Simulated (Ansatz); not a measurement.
# How far each method lies from RCCSDTQ for InH2⁻, singlet

Geometry: a PBE0/def2-TZVPD stationary point for this spin, not checked as a minimum.

```xyz
3

In    0.0000   -0.0225    0.0000
H     0.0000    1.2795   -1.3648
H     0.0000    1.2795    1.3648
```

Basis def2-TZVPD with its core potentials; Ansatz 0.2.0. Correlated methods freeze the noble-gas cores and the filled d shells of p-block atoms, which leaves 6 electrons in 65 orbitals. Prefix R: restricted or restricted open-shell reference. Active spaces: pair = (2e, 2o) about the gap; valence = (6e, 6o) chosen from the atoms' valence shells. No spin–orbit coupling is included; scalar relativity enters through the core potentials alone.

Full CI isn't at hand for all of this; RCCSDTQ serves as the reference, and is uncertain by the last step of the cluster series or more.

* UHF ⟨S²⟩: 0.299
* T1 diagnostic (RCCSD): 0.0161
* largest doubles amplitude (RCCSD): 0.068

Task: From what is known of these methods and the diagnostics, rank them by the size of their error in total energy against RCCSDTQ in def2-TZVPD, smallest first (an estimate: the text doesn't fix the numbers).
A. MRCISD (valence space)
B. CASSCF (pair space)
C. NEVPT4(SD) (valence space)
D. MRCISD (pair space)
E. RMP2

Result: A (3.15 mEh), C (4.31 mEh), D (6.45 mEh), E (27.29 mEh), B (94.88 mEh).

All errors are against RCCSDTQ in def2-TZVPD. Within each family the higher level lies nearer, as is usual though not guaranteed.

Natural occupations of CASSCF (valence space) about the gap: 1.977 1.965 1.915 0.080 0.032 0.031; effectively unpaired electrons, Σ n²(2−n)², 0.06.
